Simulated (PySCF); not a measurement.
An unknown is described by computed data only.

Elements present: C, H, N and O. Monoisotopic mass: 87.0320 u.

- Polarisability: 50.7 au [wB97X-D/def2-SVPD]
- Valence photoelectron: vertical ionisation energy: 9.72 eV [ΔSCF wB97X-D/def2-SVPD]
- Dipole: 1.12 D [wB97X-D/def2-SVPD]
- UV, strongest line: among the 10 lowest singlet transitions: S8 at 8.06 eV (154 nm, f = 0.144) [TDDFT wB97X-D/def2-SVPD]
- 1H NMR: chemical shifts (computed TMS as zero) by class: 6.50 (1 H), 4.15 (1 H), 2.48 (3 H) ppm [GIAO PBE0/pcSseg-1]
- Rotational structure: rotational constants A, B, C: 5.461, 3.585, 2.193 GHz [PBE0-D3(BJ)/def2-SVP]
- 13C NMR: chemical shifts (computed TMS as zero) by class: 204.3 (1 C), 160.2 (1 C), 27.1 (1 C) ppm [GIAO PBE0/pcSseg-1]

The electronic properties come from PySCF, for the isolated species, density fitting. Levels stand in brackets. One conformer (not necessarily the lowest) at the PBE0-D3(BJ)/def2-SVP geometry, without solvent, vibrations or thermal averaging. Each NMR value is the plain mean over a class of atoms that symmetry, rotation or inversion makes alike.

Problem. Which formula fits the mass and the elements?

Solution. C3H5NO2 (calculated 87.0320). No other formula that holds each of these elements comes within 0.0003 u with a fitting electron parity and a possible valence count.

Problem. What is the compound? Reason from the data.

Solution. Numbering: `[CH3:1][C:2](=[O:3])[C:4]([NH2:5])=[O:6]`. Its formula, C3H5NO2, gives 2 degrees of unsaturation: 0 rings and 2 π bonds in the structure found. 3 carbons fall into 3 classes; from least to most shielded: ketone carbonyl carbon [C2] (204.3 ppm), amide carbonyl carbon [C4] (160.2 ppm), methyl carbon next to a carbonyl [C1] (27.1 ppm). Hydrogen classes from least to most shielded: 1 H on an amide nitrogen, N5 (6.50 ppm), 1 H on an amide nitrogen, N5 (4.15 ppm), 3 H on a methyl carbon next to a carbonyl, C1 (2.48 ppm, a mean of values up to 0.9 ppm apart in this geometry). The first electron is taken from the HOMO, whose largest Löwdin shares are 0.37 on the amide oxygen, 0.30 on the ketone oxygen, 0.10 on the amide carbonyl carbon and 0.10 on the ketone carbonyl carbon. The optimised geometry has point group Cs and is an asymmetric top. Structure: pyruvamide, `CC(=O)C(N)=O`. Computed isomers that give other values at the same levels: `NC(=O)CC=O` (13C chemical shifts (computed TMS as zero) by class: 206.1 (1 C), 164.4 (1 C), 50.4 (1 C) ppm); `[H]/N=C/COC=O` (rotational constant A: 10.127 GHz; this holds for the one conformer computed). The assignments are read from this structure; whether some other isomer fits the data as well wasn't checked.

The values belong to the conformer `[CH3:1][C:2](=[O:3])[C:4]([NH2:5])=[O:6]`: C1–C2–C4–N5 180°, H–N5–C4–C2 0°, H–N5–C4–C2 180°.
